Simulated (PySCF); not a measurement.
Species: ethenylcyclopropane, C5H8.
Numbering: `[CH2:1]=[CH:2][CH:3]1[CH2:4][CH2:5]1` (hydrogens: H6, H7 on C1; H8 on C2; H9 on C3; H10, H11 on C4; H12, H13 on C5)

Structure used (PBE0-D3(BJ)/def2-SVP), in Å, numbered top down from 1:
```
atom  x, y, z in Å
C1     1.8471   -0.4080    0.5282
C2     1.1928    0.3632   -0.3425
C3    -0.2537    0.6857   -0.3192
C4    -1.2344   -0.0671    0.5264
C5    -1.2513   -0.2509   -0.9600
H6     1.3459   -0.8611    1.3887
H7     2.9146   -0.6116    0.4133
H8     1.7525    0.8049   -1.1770
H9    -0.4702    1.7498   -0.4703
H10   -2.0453    0.4988    0.9919
H11   -0.8634   -0.8947    1.1361
H12   -0.8626   -1.1925   -1.3576
H13   -2.0721    0.1834   -1.5371
```

Method used: PySCF, PBE0-D3(BJ)/def2-SVP geometry optimisation, gas phase.

Masses are those of the commonest isotopes; rigid-rotor values at the optimised geometry. The values belong to one conformer with, in the numbering `[CH2:1]=[CH:2][CH:3]1[CH2:4][CH2:5]1`, C1–C2–C3–C4 -14°.

(1) Give the principal moments of inertia and the rotational constants in MHz.

(2) What kind of rotor is it?

(3) What does the inertial defect say?

(4) Give the other two planar moments, Paa and Pbb, and the rms extents of the mass along the axes.

(5) Which lines would a microwave search look for?

(6) Estimate the classical rotational partition function at 10 K, 25 K and 200 K.

Answers

(1) Ia = 43.63, Ib = 137.37, Ic = 152.01 u·Å²; 505379 MHz·u·Å²/I gives A = 11584, B = 3679, C = 3325 MHz.

(2) A near-prolate asymmetric top; Ray's κ = -0.914.

(3) Not planar: Δ = Ic − Ia − Ib = -29.00 u·Å². For a rigid frame Δ = −2 Σ m c², so Σ m c² = 14.50 u·Å² lies off the ab plane: 6.14 from hydrogen and 8.36 from heavier atoms. The atom farthest from that plane is 1.61 Å away.

(4) Paa = Σ m a² = (Ib + Ic − Ia)/2 = 122.88 and Pbb = Σ m b² = (Ia + Ic − Ib)/2 = 29.13 u·Å². With the mass M = 68.06 u, the rms extents √(P/M) along a, b and c are 1.34, 0.65, 0.46 Å.

(5) The dipole components are |μa| = 0.37 D, |μb| = 0.16 D, |μc| = 0.07 D. The squared components, which scale the intensities, stand as 1.00 : 0.18 : 0.03 (a : b : c). Some lines, for components of 0.1 D or more:

| type | branch | J(Ka,Kc) | MHz | lower level (cm⁻¹) |
| --- | --- | --- | --- | --- |
| a | Q | 4(1,3) ← 4(1,4) | 3540 | 2.546 |
| b | R | 4(0,4) ← 3(1,3) | 20828 | 1.636 |
| a | R | 4(1,4) ← 3(1,3) | 27283 | 1.636 |
| a | R | 4(3,1) ← 3(3,0) | 28038 | 3.828 |
| b | Q | 3(3,0) ← 3(2,1) | 40359 | 2.482 |
| b | R | 4(2,2) ← 3(1,3) | 53494 | 1.636 |
| b | Q | 4(4,1) ← 4(3,2) | 56553 | 4.763 |
| b | R | 5(2,4) ← 4(1,3) | 57489 | 2.664 |
| b | R | 5(2,3) ← 4(1,4) | 61431 | 2.546 |
| b | Q | 5(5,1) ← 5(4,2) | 72713 | 7.819 |

(6) Point group C1, symmetry number σ = 1; q = (√π/σ)·√((kT/h)³/(ABC)), k/h = 20836.6 MHz/K: 448 at 10 K, 1770 at 25 K, 40100 at 200 K.

No PBE0-D3(BJ)/def2-SVP frequencies stand behind this structure, so it isn't proved a minimum. These are rigid-rotor constants of the computed structure; measured ground-state constants (B0) also hold zero-point vibration.
